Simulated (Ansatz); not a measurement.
# C2H5NO2: up Jacob's ladder to CCSD(T)

One table from this session's results is given with a row withheld; the runs are named, their logs left out.

The runs use Ansatz 0.2.0, Gaussian basis; functionals in def2-TZVPP, the program's frozen cores in correlated methods.

Plan: PBE-D4, r2SCAN-D4, PBE0-D4, B3LYP-D4, ωB97X-V, ωB97M-V, B2PLYP; CCSD(T)/def2-TZVPP; MP2/def2-QZVPP; extrapolation to the limit.

### Structure used throughout

All runs share one geometry, relaxed beforehand with PBE0-D4 in a triple-zeta def2 set.

SMILES `N=C(O)CO`, 10 atoms, charge 0, spin multiplicity 1.

Atoms are counted from 1 here; the program's logs count them from 0.

Bond lengths: N1–C2 1.260 Å, N1–H6 1.015 Å, C2–O3 1.346 Å, C2–C4 1.506 Å, O3–H7 0.967 Å, C4–O5 1.402 Å, C4–H8 1.091 Å, C4–H9 1.101 Å, O5–H10 0.962 Å. Angles: C2–N1–H6 111.5°, N1–C2–O3 120.1°, N1–C2–C4 129.1°, O3–C2–C4 110.7°, C2–O3–H7 106.7°, C2–C4–O5 113.4°, C2–C4–H8 109.1°, C2–C4–H9 107.3°, O5–C4–H8 107.5°, O5–C4–H9 111.6°, H8–C4–H9 107.7°, C4–O5–H10 107.7°.

The first run:

Contents of in.yaml:

```yaml
crystal:
  periodic: [false, false, false]
  atoms:
    - {symbol: N, position_ang: [-0.623286, 0.021602, 1.673597]}
    - {symbol: C, position_ang: [0.028698, 0.114053, 0.599135]}
    - {symbol: O, position_ang: [1.179517, 0.811635, 0.564594]}
    - {symbol: C, position_ang: [-0.255445, -0.511302, -0.741535]}
    - {symbol: O, position_ang: [0.018172, 0.338094, -1.822361]}
    - {symbol: H, position_ang: [-1.474894, -0.515905, 1.547101]}
    - {symbol: H, position_ang: [1.308076, 1.179423, 1.449485]}
    - {symbol: H, position_ang: [-1.311153, -0.779736, -0.794439]}
    - {symbol: H, position_ang: [0.330487, -1.441955, -0.799956]}
    - {symbol: H, position_ang: [0.882928, 0.732893, -1.672621]}
basis:
  gaussian: {orbitals: def2-TZVPP}
hamiltonian: {xc: pbe, dispersion: d4}
output: {forces: true, orbitals: {seedname: orbitals}}
```

Launch:

```
$ ansatz run in.yaml --threads 4 --pin off --events-out ev --progress --plain --max-ram 10444MiB
```

Steps of the session up to this table: PBE-D4 (GGA); r2SCAN-D4 (meta-GGA); PBE0-D4 (hybrid); B3LYP-D4 (hybrid); ωB97X-V (range-separated); ωB97M-V (range-separated); B2PLYP (double hybrid); CCSD(T) in def2-TZVPP; MP2 in def2-QZVPP.

One table of the session follows, with a row left open; its other results are not shown here.

| method | atomisation energy (kJ/mol) |
| --- | --- |
| PBE-D4 | 4134.9 |
| r2SCAN-D4 | 3989.5 |
| PBE0-D4 | 4001.6 |
| B3LYP-D4 | 3987.0 |
| ωB97X-V | 3993.9 |
| ωB97M-V | 4003.4 |
| B2PLYP | 3945.5 |
| HF/def2-TZVPP | ? |
| MP2/def2-TZVPP | 3965.3 |
| CCSD/def2-TZVPP | 3782.9 |
| CCSD(T)/def2-TZVPP | 3861.9 |
| MP2/CBS | 4087.6 |
| CCSD(T)/CBS | 3984.1 |

Q: Estimate the row for HF/def2-TZVPP from the others.

As computed: atomisation energy (kJ/mol): 2661.8. In the column «atomisation energy (kJ/mol)» it is the lowest.
